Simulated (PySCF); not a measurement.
cis-1,2-difluoroethene, C2H2F2.
Geometry (PBE0-D3(BJ)/def2-TZVP, Å), atoms numbered from 1 in this order:
```
atom  x, y, z in Å
F1    -1.3593    0.9835    0.4083
C2    -0.5059   -0.0364    0.4193
C3     0.5490   -0.0941   -0.3722
F4     0.8456    0.8633   -1.2459
H5    -0.7434   -0.8187    1.1277
H6     1.2393   -0.9270   -0.3591
```

Method used: TDDFT CAM-B3LYP/aug-cc-pVTZ, vertical, gas phase, core orbitals frozen in the response in PySCF 2.14.0, density-fitted response routines. Isolated species at its PBE0-D3(BJ)/def2-TZVP geometry, gas phase.

Ground-to-excited transition dipoles (e·a0, same axes as the geometry; the sign carries no meaning), for the states with f of 0.002 or more among the lowest 10:

```csv
state,E (hartree),μx,μy,μz
S1,0.2318,-0.224,-0.191,-0.285
S2,0.2572,-0.089,-0.075,-0.113
S4,0.2806,1.035,-0.057,-0.777
S5,0.2922,-0.065,0.232,-0.104
S6,0.3096,-0.144,-0.122,-0.182
S8,0.3314,-0.228,-0.194,-0.290
S10,0.3443,0.372,-0.020,-0.279
```

(1) Work out the oscillator strengths.

(2) The point group is C2v. Which irreducible representation does each state belong to?

(3) All atoms lie in one plane. Which transitions are polarised in it and which across it?

(4) Which bond between heavy atoms lies closest to the direction of the S4 transition dipole?

(5) What angle do the transition dipoles of S6 and S10 make?

(6) What peak molar absorption coefficient would the strongest computed level give as a lone Gaussian band 0.5 eV wide at half height?

## Answers

(1) f = (2/3) ΔE |μ|² with ΔE in hartree (27.2114 eV).

| state | \|μ\|² (au) | \|μ\| (D) | f |
| --- | --- | --- | --- |
| S1 | 0.168 | 1.04 | 0.026 |
| S2 | 0.026 | 0.41 | 0.005 |
| S4 | 1.679 | 3.29 | 0.314 |
| S5 | 0.069 | 0.67 | 0.013 |
| S6 | 0.069 | 0.67 | 0.014 |
| S8 | 0.174 | 1.06 | 0.038 |
| S10 | 0.216 | 1.18 | 0.050 |

(2) The ground state is totally symmetric, so the direction of μ fixes the label. Polarised along the twofold axis, so A1: S5. Polarised across the twofold axis, so B1 or B2: S1, S2, S4, S6, S8 and S10. Which of B1 and B2 hangs on the choice of axes; S1, S2, S6 and S8 take one label and S4 and S10 the other.

(3) In the plane: S4, S5 and S10. Perpendicular: S1, S2, S6 and S8. In-plane polarisation joins two orbitals of the same parity under reflection in the plane (π with π, or σ with σ, in-plane lone pairs counted as σ); perpendicular polarisation joins orbitals of opposite parity.

(4) C2–C3, at 0° from it; next F1–C2 and C3–F4 at 57°.

(5) |cos θ| = |μa·μb| / (|μa| |μb|) = 0.00, so θ ≈ 90° (taken between 0 and 90°, since the signs are arbitrary).

(6) ε(max) = 2.175×10⁸ f / FWHM, with the width in cm⁻¹. S4: 2.175×10⁸ × 0.3141 / 4033 ≈ 17000 L mol⁻¹ cm⁻¹.
